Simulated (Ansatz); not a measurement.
## A ladder of methods for [BPH4]− (SMILES [BH2-]P)

The species is [BPH4]− (6 atoms), meant as a doublet with charge -1. SMILES: `[BH2-]P`. The coordinates come from a GFN2-xTB relaxation.

```xyz
6

B     0.0583   -0.9045   -0.0634
P     0.5945    0.8594   -0.0697
H    -1.0748   -1.2266    0.1373
H     0.8875   -1.7334   -0.2663
H    -0.4220    1.5536   -0.8165
H    -0.0435    1.4515    1.0785
```

Quantity: the energy change with the B1–H4 bond stretched from 1.190 to 2.380 Å, in eV. The values are calculated.

```
           level                    kind  program  value (eV)  less FCI/STO-3G  CPU time (all runs)
    UBLYP/STO-3G                     GGA   Ansatz        4.43            -0.20                4.2 s
 U-r2SCAN/STO-3G                meta-GGA   Ansatz        4.71            +0.08                9.4 s
    UPBE0/STO-3G           global hybrid   Ansatz        4.96            +0.33                4.3 s
U-wB97M-V/STO-3G  range-separated hybrid   Ansatz        5.09            +0.46                 41 s
  U-wB97X/STO-3G  range-separated hybrid   Ansatz        5.14            +0.51                 20 s
    UCCSD/STO-3G   coupled cluster or CI   Ansatz        4.68            +0.05               0.86 s
UCCSDT(Q)/STO-3G   coupled cluster or CI   Ansatz        4.63             0.00                3.3 s
      FCI/STO-3G      exact in the basis   Ansatz        4.63             0.00                 12 s
```

FCI/STO-3G is exact within its basis and frozen core, so for wave-function methods in that basis the difference is their error; functionals converge differently with the basis, so for them it is only a difference. Sets without diffuse functions describe the anion poorly. The first shape isn't each level's own minimum. The values span 4.43 to 5.14 eV. Spin contamination of the reference (⟨S²⟩ at least 0.1 too high) touches UBLYP/STO-3G, U-r2SCAN/STO-3G, UPBE0/STO-3G, U-wB97M-V/STO-3G, U-wB97X/STO-3G, UCCSD/STO-3G, UCCSDT(Q)/STO-3G. All rows use very small basis sets, so even the best lies far from the true value. Times are those of the runs behind each value, whatever else they computed, on shared processors of several kinds: orders of magnitude only.
